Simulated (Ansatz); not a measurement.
Cost and result up the ladder for the cluster Li₂H₃ (5 atoms). The state is a doublet with charge 0. Geometry: PBE0-D4/def2-TZVP.

```xyz
5

Li    0.638   -0.475   -0.905
Li   -0.997    0.512    0.441
H     0.467   -0.492    0.927
H    -0.918    0.114   -1.199
H     0.812    0.340    0.736
```

Ansatz on 4 threads of Arm Neoverse V1 on a shared host. Times are rough, and most runs start from the orbitals of an earlier one. CAM-B3LYP-D4/def2-TZVP serves as the yardstick here, not as an exact answer. Binding counts from free atoms at the same level (Li doublet, H doublet; other spins of the atoms weren't run), without zero-point energy or a counterpoise term.

HSE06 is defined as in plane-wave codes, on full-range PBE exchange. Correlated methods freeze no core orbitals; core or outer-core shells of Li are correlated, in sets that lack core-valence functions. In the doublet, H3 and H5 lie 0.92 Å apart (atoms count from 1), so these atoms are partly bonded to each other. Another isomer (doublet) lies 0.42 eV lower at PBE0-D4/def2-TZVP; other spin states weren't run for this one.

Correlated methods converge slowly with the basis.

| level | functions | wall time |
| --- | --- | --- |
| PBE0-D4/def2-TZVP | 46 | 0.4 s |
| HSE06-D4/def2-TZVP | 46 | 0.45 s |
| CAM-B3LYP-D4/def2-TZVP | 46 | 0.45 s |
| PBE-D4/def2-TZVP (with forces) | 46 | 0.5 s |
| r2SCAN-D4/def2-TZVP | 46 | 0.8 s |
| CCSD(T)/def2-TZVPP | 80 | 1.3 s |

Estimate what each level gives for the binding energy per atom (eV).


```tsv
level	binding energy per atom (eV)	difference from CAM-B3LYP-D4/def2-TZVP (eV)
PBE0-D4/def2-TZVP	1.52	-0.09
HSE06-D4/def2-TZVP	1.52	-0.09
CAM-B3LYP-D4/def2-TZVP	1.61	0.00
PBE-D4/def2-TZVP (with forces)	1.54	-0.07
r2SCAN-D4/def2-TZVP	1.57	-0.03
CCSD(T)/def2-TZVPP	1.54	-0.06
```
